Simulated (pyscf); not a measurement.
This saddle point was located with ωB97X-D3(BJ)/def2-SVP in PySCF.

```xyz
5

Cl    -0.2258     0.4270     1.5513
C     -0.7878    -0.7061     0.4395
Cl    -0.9091    -2.2767     1.0346
F     -2.6332    -0.1434    -0.0616
H     -1.5316    -0.3427    -0.4777
```
Charge 0, spin multiplicity 1.

Surface: singlet, charge 0. Lowest wavenumbers (cm⁻¹): 1217i, 163, 238, 353, 753.

Task: Name the species on either side of this saddle.

Result: Cl–C:–Cl [singlet] + hydrogen fluoride (HF) ⇌ F–CH(Cl)–Cl, an insertion read from left to right: F–H broken and C–F, C–H formed. At CCSD(T)/def2-TZVPP + ΔMP2(QZVPP) it lies +12.5 kcal/mol from the left side and +73.0 kcal/mol from the right (each side as separated species at their lowest minima found). On the reactant side the descent ends in a bound adduct, 9.5 kcal/mol under the separated species and 17.2 kcal/mol under the saddle at ωB97X-D3(BJ)/def2-TZVP. At ωB97X-D3(BJ) the barrier from the zero used here is 7.7 kcal/mol. One saddle was located; it need not be the lowest between these sides. The CCSD(T) − MP2 part came from Ansatz, without density fitting, on the same reference.
